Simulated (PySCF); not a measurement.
**The first ionisation energy along the third row**

All values are computed (PySCF 2.14, energy differences of UHF-based or UKS calculations, no spin-orbit coupling). Values in eV. The last column holds reference values (NIST; (s) semi-empirical, (t) theoretical, else measured). Unmarked ones compare directly (S terms, centres of terms, or small fine structure); those marked * lie between the lowest fine-structure levels and include a spin-orbit shift.

```
                           element               configurations     UHF  MP2 (valence)  CCSD (valence)  CCSD(T) (valence)     LDA  r2SCAN  reference
Mg (aug-cc-pVQZ-DK, spin-free X2C)          [Ne] 3s2 → [Ne] 3s1   6.615          7.281           7.537              7.537   7.733   7.381      7.646
Si (aug-cc-pVQZ-DK, spin-free X2C)  [Ne] 3s2 3p2 → [Ne] 3s2 3p1   7.626          8.065           8.079              8.125   8.221   8.312      8.157
 P (aug-cc-pVQZ-DK, spin-free X2C)  [Ne] 3s2 3p3 → [Ne] 3s2 3p2   9.895         10.512          10.436             10.489  10.566  10.613     10.526
 S (aug-cc-pVQZ-DK, spin-free X2C)  [Ne] 3s2 3p4 → [Ne] 3s2 3p3   9.221         10.085          10.194             10.240  10.551  10.362     10.336
Cl (aug-cc-pVQZ-DK, spin-free X2C)  [Ne] 3s2 3p5 → [Ne] 3s2 3p4  11.748         12.850          12.820             12.876  13.187  12.979     12.974
Ar (aug-cc-pVQZ-DK, spin-free X2C)          [Ar] → [Ne] 3s2 3p5  14.532         15.827          15.659             15.721  15.975  15.740     15.819
```

Problem. Fill in the row of Al (aug-cc-pVQZ-DK, spin-free X2C) ([Ne] 3s2 3p1 → [Ne] 3s2).

Solution. UHF 5.598; MP2 (valence) 5.843; CCSD (valence) 5.922; CCSD(T) (valence) 5.956; LDA 6.020; r2SCAN 6.171; reference 5.977 (eV).

"Valence" correlates the outer s and p shells and, in groups 3 to 12 and the f block, the outer d or f shell, open or full, or the next shell where the ion has no valence electron left; the wider scheme adds the next inner shell.
